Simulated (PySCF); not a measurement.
PySCF input (M06-2X/def2-TZVPD):

```python
from pyscf import gto, scf, dft

mol = gto.M(
    atom='''
    N     0.00224146   -0.00382052    0.11155442
    H    -0.00202883    0.95117179   -0.22808750
    H     0.80949996   -0.46442426   -0.29287493
    H    -0.82316134   -0.46000387   -0.25991854
    ''',
    basis='def2-tzvpd',
    charge=1,
    spin=1,
    verbose=4,
)

mf = dft.UKS(mol, xc='m062x').density_fit(auxbasis='def2-universal-jkfit')
mf.grids.level = 4
mf.conv_tol = 1e-9
mf.max_cycle = 100
mf.max_memory = 1500
mf.kernel()
if not mf.converged:
    mf = mf.newton()
    mf.kernel(mf.make_rdm1())
for _ in range(2):
    mo, _, stable, _ = mf.stability(return_status=True)
    if stable:
        break
    mf.kernel(mf.make_rdm1(mo, mf.mo_occ))
mf.analyze()
```

Output:

```
PySCF version 2.14.0

[INPUT] verbose = 4
[INPUT] num. atoms = 4
[INPUT] num. electrons = 9
[INPUT] charge = 1
[INPUT] spin (= nelec alpha-beta = 2S) = 1
[INPUT] symmetry False subgroup None
[INPUT] Mole.unit = angstrom
[INPUT] Symbol           X                Y                Z      unit          X                Y                Z       unit  Magmom
[INPUT]  1 N      0.002241460000  -0.003820520000   0.111554420000 AA    0.004235745519  -0.007219736453   0.210807301785 Bohr   0.0
[INPUT]  2 H     -0.002028830000   0.951171790000  -0.228087500000 AA   -0.003833933053   1.797454180512  -0.431022907437 Bohr   0.0
[INPUT]  3 H      0.809499960000  -0.464424260000  -0.292874930000 AA    1.529733222246  -0.877634657004  -0.553453406451 Bohr   0.0
[INPUT]  4 H     -0.823161340000  -0.460003870000  -0.259918540000 AA   -1.555549488930  -0.869281330540  -0.491174855297 Bohr   0.0

nuclear repulsion = 11.935771654522
number of shells = 28
number of NR pGTOs = 85
number of NR cGTOs = 64
basis = def2-tzvpd
ecp = {}

******** <class 'pyscf.df.df_jk.DFUKS'> ********
method = DFUKS
initial guess = minao
damping factor = 0
level_shift factor = 0
DIIS = <class 'pyscf.scf.diis.CDIIS'>
diis_start_cycle = 1
diis_space = 8
diis_damp = 0
SCF conv_tol = 1e-09
SCF conv_tol_grad = None
SCF max_cycles = 100
direct_scf = False
number electrons alpha = 5  beta = 4
XC library pyscf.dft.libxc version 7.1.2
    S. Lehtola, C. Steigemann, M. J. T. Oliveira, and M. A. L. Marques,  SoftwareX 7, 1–5 (2018)
XC functionals = m062x
    Y. Zhao and D. G. Truhlar,  Theor. Chem. Acc. 120, 215 (2008)
    Y. Zhao and D. G. Truhlar,  Theor. Chem. Acc. 120, 215 (2008)
radial grids:
    Treutler-Ahlrichs [JCP 102, 346 (1995); DOI:10.1063/1.469408] (M4) radial grids

becke partition: Becke, JCP 88, 2547 (1988); DOI:10.1063/1.454033
pruning grids: <function nwchem_prune>
grids dens level: 4
symmetrized grids: False
atomic radii adjust function: <function treutler_atomic_radii_adjust>
small_rho_cutoff = 0
Set gradient conv threshold to 3.16228e-05
tot grids = 75000
******** <class 'pyscf.df.df.DF'> ********
auxbasis = def2-universal-jkfit
init E= -56.4322773213722
  alpha nocc = 5  HOMO = -0.333911306190025  LUMO = 0.00335219000337972
  beta  nocc = 4  HOMO = -0.538891878294397  LUMO = -0.333911306190018

WARN: HOMO -0.333911306190025 >= LUMO -0.333911306190018

[...]
  beta  nocc = 4  HOMO = -0.918599069657663  LUMO = -0.451195909704062
  HOMO = -0.831221980814  LUMO = -0.451195909704  gap/eV = 10.34104
Extra cycle  E= -56.1508031976204  delta_E= -5.63e-12  |g|= 9.56e-07  |ddm|= 2.33e-06
converged SCF energy = -56.1508031976204  <S^2> = 0.75341527  2S+1 = 2.0034124
uhf_internal: lowest eigs of H = [0.40490972 0.40497662 0.92780807]
<class 'pyscf.df.df_jk.DFUKS'> wavefunction is stable in the internal stability analysis
**** SCF Summaries ****
Total Energy =                         -56.150803197620391
Nuclear Repulsion Energy =              11.935771654522041
One-electron Energy =                  -95.477660296572225
Two-electron Energy =                   27.391085444429795
Two-electron Coulomb Energy =           35.078675221521983
DFT Exchange-Correlation Energy =       -7.687589777092189
HOMO-LUMO gap [eV] =                    10.341036118642785
**** MO energy ****
                             alpha | beta                alpha | beta
MO #1   energy= -15.1944905598413  | -15.1794764111345  occ= 1 | 1
MO #2   energy= -1.39030394332718  | -1.32951574945539  occ= 1 | 1
MO #3   energy= -0.942411968130917 | -0.918601762807759 occ= 1 | 1
MO #4   energy= -0.94240955976995  | -0.918599069657663 occ= 1 | 1
MO #5   energy= -0.831221980814231 | -0.451195909704062 occ= 1 | 0
MO #6   energy= -0.207594549799225 | -0.207592629390433 occ= 0 | 0
MO #7   energy= -0.132476796859698 | -0.124609564725353 occ= 0 | 0
MO #8   energy= -0.132476196785531 | -0.124608206324994 occ= 0 | 0
MO #9   energy= -0.087530802634294 | -0.0764175755050619 occ= 0 | 0
MO #10  energy= -0.0750827654654489 | -0.0764167827894438 occ= 0 | 0
MO #11  energy= -0.0750825937670662 | -0.0716930698069679 occ= 0 | 0
MO #12  energy= -0.0352496565907791 | -0.0355636896864141 occ= 0 | 0
MO #13  energy= -0.0244658550256299 | -0.0293744893144032 occ= 0 | 0
MO #14  energy= -0.0244656764217331 | -0.0293738167432376 occ= 0 | 0
MO #15  energy= 0.0566419491086276 | 0.0459681164446906 occ= 0 | 0
MO #16  energy= 0.0842643182690842 | 0.0908790860302431 occ= 0 | 0
MO #17  energy= 0.084265094216056  | 0.0908811209614686 occ= 0 | 0
MO #18  energy= 0.106397496502467  | 0.106620510369387  occ= 0 | 0
MO #19  energy= 0.171926382156524  | 0.153687776626328  occ= 0 | 0
MO #20  energy= 0.171926530647732  | 0.15437408296926   occ= 0 | 0
MO #21  energy= 0.186879797552409  | 0.154374261925479  occ= 0 | 0
MO #22  energy= 0.219368870032697  | 0.21510507801953   occ= 0 | 0
MO #23  energy= 0.219369128351076  | 0.215105554659456  occ= 0 | 0
MO #24  energy= 0.319340325154148  | 0.307914019806635  occ= 0 | 0
MO #25  energy= 0.353170765915653  | 0.372275717885671  occ= 0 | 0
MO #26  energy= 0.386595390597121  | 0.37516439682836   occ= 0 | 0
MO #27  energy= 0.386595944508826  | 0.375165919311555  occ= 0 | 0
MO #28  energy= 0.484487204887968  | 0.486142701678699  occ= 0 | 0
MO #29  energy= 0.484488259397814  | 0.486145131612692  occ= 0 | 0
MO #30  energy= 0.580997326079117  | 0.582637900667727  occ= 0 | 0
MO #31  energy= 0.970830712373999  | 0.982171342626423  occ= 0 | 0
MO #32  energy= 0.970832591047863  | 0.982178143417825  occ= 0 | 0
MO #33  energy= 1.03389266354703   | 1.0402288372637    occ= 0 | 0
MO #34  energy= 1.09182614978916   | 1.09619252272185   occ= 0 | 0
MO #35  energy= 1.09182822020025   | 1.09619459347801   occ= 0 | 0
MO #36  energy= 1.37638573866006   | 1.38580980361744   occ= 0 | 0
MO #37  energy= 1.51469611846663   | 1.52340658323439   occ= 0 | 0
MO #38  energy= 1.51470094873187   | 1.52341979365503   occ= 0 | 0
MO #39  energy= 1.66634342335501   | 1.6823691546163    occ= 0 | 0
MO #40  energy= 1.75777983080762   | 1.7721837226934    occ= 0 | 0
MO #41  energy= 1.85369843223397   | 1.87077746224766   occ= 0 | 0
MO #42  energy= 1.85370373746797   | 1.87079806326679   occ= 0 | 0
MO #43  energy= 2.04963551434344   | 2.10792630866859   occ= 0 | 0
MO #44  energy= 2.0985537442367    | 2.10883140784067   occ= 0 | 0
MO #45  energy= 2.09855722032333   | 2.10883875917114   occ= 0 | 0
MO #46  energy= 2.38957646265261   | 2.41062667373117   occ= 0 | 0
MO #47  energy= 2.39755931731508   | 2.41064763264735   occ= 0 | 0
MO #48  energy= 2.3975702720149    | 2.41805016426832   occ= 0 | 0
MO #49  energy= 2.73896116655936   | 2.7417227156458    occ= 0 | 0
MO #50  energy= 2.91632596375886   | 2.93408190968093   occ= 0 | 0
MO #51  energy= 2.91633287264678   | 2.93410578130717   occ= 0 | 0
MO #52  energy= 3.6105679460841    | 3.67665401961038   occ= 0 | 0
MO #53  energy= 3.89139278900864   | 3.94909826483174   occ= 0 | 0
MO #54  energy= 3.8914010267331    | 3.94910120700675   occ= 0 | 0
MO #55  energy= 4.02967497032346   | 4.07413721693473   occ= 0 | 0
MO #56  energy= 4.27353142392199   | 4.38423803720252   occ= 0 | 0
MO #57  energy= 4.29811524283475   | 4.38425409718485   occ= 0 | 0
MO #58  energy= 4.2981258040797    | 4.41722321052996   occ= 0 | 0
MO #59  energy= 4.47688839864661   | 4.55021663346488   occ= 0 | 0
MO #60  energy= 4.47689674173745   | 4.55023458696504   occ= 0 | 0
MO #61  energy= 4.99254391919349   | 5.04742097968417   occ= 0 | 0
MO #62  energy= 4.99260430314427   | 5.04765574773291   occ= 0 | 0
MO #63  energy= 5.39238429183797   | 5.44219959419332   occ= 0 | 0
MO #64  energy= 31.5953248001631   | 31.6038042245709   occ= 0 | 0

To work with the spin densities directly, `use mulliken_meta_spin()` only printing them here.

 ** Mulliken spin pop alpha/beta on meta-lowdin orthogonal AOs **
 ** Mulliken Spin Density (per AO)  **
spin_pop of  0 N 1s        0.00000
spin_pop of  0 N 2s        0.10641
spin_pop of  0 N 3s        0.00014
spin_pop of  0 N 4s       -0.00010
spin_pop of  0 N 5s       -0.00002
spin_pop of  0 N 6s        0.00000
spin_pop of  0 N 2px       0.03001
spin_pop of  0 N 2py       0.03068
spin_pop of  0 N 2pz       0.89725
spin_pop of  0 N 3px       0.00042
spin_pop of  0 N 3py       0.00042
spin_pop of  0 N 3pz      -0.00005
spin_pop of  0 N 4px       0.00011
spin_pop of  0 N 4py       0.00011
spin_pop of  0 N 4pz       0.00008
spin_pop of  0 N 3dxy     -0.00003
spin_pop of  0 N 3dyz     -0.00028
spin_pop of  0 N 3dz^2    -0.00068
spin_pop of  0 N 3dxz     -0.00029
spin_pop of  0 N 3dx2-y2   -0.00004
spin_pop of  0 N 4dxy     -0.00003
spin_pop of  0 N 4dyz      0.00003
spin_pop of  0 N 4dz^2     0.00020
spin_pop of  0 N 4dxz      0.00003
spin_pop of  0 N 4dx2-y2   -0.00003
spin_pop of  0 N 5dxy     -0.00002
spin_pop of  0 N 5dyz     -0.00001
spin_pop of  0 N 5dz^2     0.00001
spin_pop of  0 N 5dxz     -0.00002
spin_pop of  0 N 5dx2-y2   -0.00003
spin_pop of  0 N 4f-3     -0.00002
spin_pop of  0 N 4f-2     -0.00000
spin_pop of  0 N 4f-1     -0.00002
spin_pop of  0 N 4f+0      0.00008
spin_pop of  0 N 4f+1     -0.00002
[...]
```

This state (charge 1, doublet) is run at the relaxed geometry of the species with charge 0 and multiplicity 1.
